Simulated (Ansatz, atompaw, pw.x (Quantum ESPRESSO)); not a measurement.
## pw.x on diamond Rb: one setting changed

Potential: PAW, atompaw 4.2.0.5, LDA (PW92); core [Ar] 3d10 4s2, reference 4p6 5s1 5p0; waves: 5s (bound): rc 3.00 bohr; 5s channel at 3.85 Ry: rc 3.00 bohr; 4p (bound): rc 2.25 bohr; 5p (bound, empty): rc 2.70 bohr; 4d channel at 0.45 Ry: rc 3.00 bohr; 4d channel at 1.75 Ry: rc 3.00 bohr; local part: bessel scheme, radius 2.20 bohr; core correction: smooth core density matched at 2.35 bohr; augmentation: sinc compensation charge, radius 2.45 bohr; PAW radius 3.00 bohr; waves and projectors: custom polynom2 7 10 vanderbiltortho.

The reference run (k-mesh 8³, cutoffs 40/400 Ry, Fermi–Dirac 0.01 Ry, mixing_beta 0.4, conv_thr 1e-9, no spin) gives 0.00 GPa at 119.317 Å³/atom, where all-electron LAPW gives -0.00 GPa. This run, with its own iteration cap, changes ecutrho/ecutwfc to 3.

```
&control
  calculation='scf', prefix='x', pseudo_dir='./', outdir='./tmp', tstress=.true., disk_io='none'
/
&system
  ibrav=0, nat=2, ntyp=1, ecutwfc=40, ecutrho=120, nbnd=15,
  occupations='smearing', smearing='fd', degauss=0.01
/
&electrons
  conv_thr=1e-09, mixing_beta=0.4, electron_maxstep=50
/
ATOMIC_SPECIES
Rb 1.0 Rb.UPF
CELL_PARAMETERS angstrom
  0.00000000 4.92304843 4.92304843
  4.92304843 0.00000000 4.92304843
  4.92304843 4.92304843 0.00000000
ATOMIC_POSITIONS crystal
Rb 0.0000 0.0000 0.0000
Rb 0.2500 0.2500 0.2500
K_POINTS automatic
8 8 8 0 0 0
```

```bash
pw.x < Rb.scf.in > Rb.scf.out
```

**Question.** How does the run end?

**Answer.** It converges in 10 iterations; the free energy moves by +0.0 meV/atom and the pressure by +0.00 GPa. Below 4 the density is truncated and F is no longer variational, so a small shift in one case is no licence.

```
Message from routine set_cutoff:
     ecutrho < 4*ecutwfc, are you sure?
     Message from routine setup:
     using ibrav=0 with symmetry is DISCOURAGED, use correct ibrav instead
     lattice parameter (alat)  =      13.1567  a.u.
     unit-cell volume          =    1610.3821 (a.u.)^3
     number of electrons       =        14.00
     number of Kohn-Sham states=           15
     kinetic-energy cutoff     =      40.0000  Ry
     charge density cutoff     =     120.0000  Ry
     scf convergence threshold =      1.0E-09
     Exchange-correlation= SLA PW NOGX NOGC
     number of k points=    29  Fermi-Dirac smearing, width (Ry)=  0.0100
     iteration #  1     ecut=    40.00 Ry     beta= 0.40
     c_bands:  3 eigenvalues not converged
     c_bands:  1 eigenvalues not converged
     c_bands:  2 eigenvalues not converged
     [... 24 repeated lines left out ...]
     total energy              =    -428.75027840 Ry
     estimated scf accuracy    <       0.00285697 Ry
     iteration #  2     ecut=    40.00 Ry     beta= 0.40
     total energy              =    -428.75067521 Ry
     estimated scf accuracy    <       0.00039356 Ry
     iteration #  3     ecut=    40.00 Ry     beta= 0.40
     total energy              =    -428.75097122 Ry
     estimated scf accuracy    <       0.00006466 Ry
     [... 4 iterations left out ...]
     iteration #  8     ecut=    40.00 Ry     beta= 0.40
     total energy              =    -428.75100945 Ry
     estimated scf accuracy    <          3.7E-09 Ry
     iteration #  9     ecut=    40.00 Ry     beta= 0.40
     total energy              =    -428.75100945 Ry
     estimated scf accuracy    <          7.9E-09 Ry
     iteration # 10     ecut=    40.00 Ry     beta= 0.40
     the Fermi energy is     0.5185 ev
!    total energy              =    -428.75100945 Ry
     estimated scf accuracy    <          3.9E-10 Ry
     smearing contrib. (-TS)   =      -0.00692478 Ry
     convergence has been achieved in  10 iterations
          total   stress  (Ry/bohr**3)                   (kbar)     P=        0.00
     Message from routine punch:
     Nothing written, as per user request (disk_io='none')
```

The run took about 94 s on one core of a shared server CPU.
